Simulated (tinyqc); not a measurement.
Inside a calculation. Method: MP2 on RHF in the sto-6g basis, frozen core, for H3O+, spin multiplicity 1. One step of it, computed by the program tinyqc.

Task: Iteration 1: diagonalisation and new density. Diagonalise F' = X^T F X, C = X C', fill 5 alpha and 5 beta electrons from the bottom; D = 2 C_occ C_occ^T. Each column has its largest component positive (the first on a tie).

Fock matrix F (hartree), order 1O 1s, 1O 2s, 1O 2px, 1O 2py, 1O 2pz, 2H 1s, 3H 1s, 4H 1s:
```
[[-19.553294, -4.808710, -0.000029, 0.000000, 0.018041, -1.260871, -1.259039, -1.259039],
 [-4.808710, -2.320263, -0.000336, 0.000000, 0.245135, -1.031076, -1.029927, -1.029927],
 [-0.000029, -0.000336, -0.426034, 0.000000, 0.000146, -0.390798, 0.194984, 0.194984],
 [0.000000, 0.000000, 0.000000, -0.426090, 0.000000, 0.000000, -0.338337, 0.338337],
 [0.018041, 0.245135, 0.000146, 0.000000, -0.320004, 0.258184, 0.257850, 0.257850],
 [-1.260871, -1.031076, -0.390798, 0.000000, 0.258184, -0.639605, -0.436361, -0.436361],
 [-1.259039, -1.029927, 0.194984, -0.338337, 0.257850, -0.436361, -0.638694, -0.435642],
 [-1.259039, -1.029927, 0.194984, 0.338337, 0.257850, -0.436361, -0.435642, -0.638694]]
```

X, order 1O 1s, 1O 2s, 1O 2px, 1O 2py, 1O 2pz, 2H 1s, 3H 1s, 4H 1s:
```
[[1.023743, -0.148189, -0.000013, 0.000000, 0.009155, 0.018685, 0.018676, 0.018676],
 [-0.148189, 1.374926, 0.000257, 0.000000, -0.113895, -0.294630, -0.294140, -0.294140],
 [-0.000013, 0.000257, 1.126781, 0.000000, -0.000096, -0.287786, 0.143705, 0.143705],
 [0.000000, 0.000000, 0.000000, 1.126760, 0.000000, 0.000000, -0.249024, 0.249024],
 [0.009155, -0.113895, -0.000096, 0.000000, 1.036639, 0.095098, 0.094892, 0.094892],
 [0.018685, -0.294630, -0.287786, 0.000000, 0.095098, 1.247759, -0.090952, -0.090952],
 [0.018676, -0.294140, 0.143705, -0.249024, 0.094892, -0.090952, 1.247218, -0.090735],
 [0.018676, -0.294140, 0.143705, 0.249024, 0.094892, -0.090952, -0.090735, 1.247218]]
```

Give: F' = X^T F X; orbital energies; coefficients C; D after iteration 1.

Result:

F' = X^T F X (hartree):
```
[[-19.214, -2.474, 0.000, 0.000, 0.013, -0.238, -0.237, -0.237],
 [-2.474, -1.105, 0.000, 0.000, 0.074, -0.434, -0.433, -0.433],
 [0.000, 0.000, -0.186, 0.000, 0.000, -0.422, 0.210, 0.210],
 [0.000, 0.000, 0.000, -0.186, 0.000, 0.000, -0.365, 0.365],
 [0.013, 0.074, 0.000, 0.000, -0.251, 0.165, 0.165, 0.165],
 [-0.238, -0.434, -0.422, 0.000, 0.165, -0.072, -0.107, -0.107],
 [-0.237, -0.433, 0.210, -0.365, 0.165, -0.107, -0.072, -0.107],
 [-0.237, -0.433, 0.210, 0.365, 0.165, -0.107, -0.107, -0.072]]
```

orbital energies (hartree): [-19.559, -1.304, -0.604, -0.603, -0.277, 0.284, 0.452, 0.452]

coefficients C, order 1O 1s, 1O 2s, 1O 2px, 1O 2py, 1O 2pz, 2H 1s, 3H 1s, 4H 1s:
```
[[0.995, -0.222, 0.000, 0.000, -0.098, -0.149, 0.000, 0.000],
 [0.024, 0.812, 0.000, -0.001, 0.505, 1.127, 0.000, -0.003],
 [0.000, 0.000, 0.000, 0.655, 0.000, -0.002, 0.000, -0.982],
 [0.000, 0.000, 0.655, 0.000, 0.000, 0.000, 0.982, 0.000],
 [-0.003, -0.213, 0.000, 0.000, 0.872, -0.556, 0.000, 0.002],
 [-0.005, 0.108, 0.000, 0.463, -0.132, -0.665, 0.000, 1.033],
 [-0.005, 0.107, 0.401, -0.232, -0.132, -0.669, -0.892, -0.514],
 [-0.005, 0.107, -0.401, -0.232, -0.132, -0.669, 0.892, -0.514]]
```

D after iteration 1, order 1O 1s, 1O 2s, 1O 2px, 1O 2py, 1O 2pz, 2H 1s, 3H 1s, 4H 1s:
```
[[2.098, -0.411, 0.000, 0.000, -0.083, -0.031, -0.031, -0.031],
 [-0.411, 1.829, 0.000, 0.000, 0.535, 0.041, 0.041, 0.041],
 [0.000, 0.000, 0.858, 0.000, 0.000, 0.607, -0.303, -0.303],
 [0.000, 0.000, 0.000, 0.857, 0.000, 0.000, 0.525, -0.525],
 [-0.083, 0.535, 0.000, 0.000, 1.610, -0.276, -0.276, -0.276],
 [-0.031, 0.041, 0.607, 0.000, -0.276, 0.487, -0.157, -0.157],
 [-0.031, 0.041, -0.303, 0.525, -0.276, -0.157, 0.487, -0.156],
 [-0.031, 0.041, -0.303, -0.525, -0.276, -0.157, -0.156, 0.487]]
```
